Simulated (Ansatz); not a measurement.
GeS (Pnma, No. 62), treated with PBEsol (PAW; Ansatz, a program for electronic structure).

Run with plane-wave cutoff 500 eV, 12×10×4 k mesh (along the axes of the cell as run), Fermi–Dirac smearing 0.05 eV, scalar-relativistic PAW data made under PBE.

Computed at the level's own relaxed cell.

### Question
Give the computed equilibrium volume per atom and band gap.

### Answer

equilibrium volume per atom: 19.58 Å³/atom
band gap: 0.82 eV (on the SCF k mesh)

Measured, for comparison: band gap 1.65 eV (room temperature, not corrected to a static lattice, our sources range from 1.58 to 1.65; as tabulated in Setten et al. (2017), arXiv:1709.07349).

Note: the cell comes from a level without a dispersion term, which matters for the spacing of layers, chains or molecules.

Spin–orbit coupling is not included.

The computed numbers hold no vibrational or temperature effects.
